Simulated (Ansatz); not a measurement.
Reaction (SMILES): P (PH3) → 3 H atom + P atom
B3LYP-D3(BJ)/def2-TZVP geometries, fixed; electronic energies without zero-point terms.

Basis-set convergence of the atomisation energy at PBE with Ansatz (an electronic-structure program). Cartesian d functions, on some or all atoms, in 6-311+G**; all else is spherical. The program fits the integrals of some runs and decomposes those of others, by size. Open shells are unrestricted. No added dispersion term, no relativity. Functions are those of the species that has most. Reference: the value in pcseg-4, 239.32 kcal/mol, itself unsure by roughly 0.05 kcal/mol (its mean distance from aug-pcseg-3, aug-cc-pV(Q+d)Z, cc-pV(5+d)Z). Deviations are taken from unrounded values.

```
basis            functions  atomisation energy (kcal/mol)  minus reference (kcal/mol)
---------------  ---------  -----------------------------  --------------------------
STO-3G                  12                         319.77                       80.45
def2-SV(P)              24                         231.56                       -7.76
def2-SVP                33                         236.58                       -2.74
6-311+G**               49                         236.01                       -3.31
def2-TZVP               55                         239.04                       -0.28
def2-TZVPP              84                         239.61                        0.29
jun-cc-pV(T+d)Z         90                         239.40                        0.08
cc-pV(5+d)Z            265                         239.40                        0.08
pcseg-4                288                         239.32                        0.00
```

The smallest set listed that lies within 2 kcal/mol of the reference with all its larger relatives (same family, alike in diffuse functions; a set with none counts only in the reference's own line) is def2-TZVP (55 functions, -0.28 kcal/mol off). Inside, with no larger relative to test it: cc-pV(5+d)Z. (Relatives not listed, tested too: aug-cc-pV(T+d)Z -0.14, def2-QZVP -0.07, def2-QZVPP -0.07, aug-cc-pV(Q+d)Z 0.06 kcal/mol.)
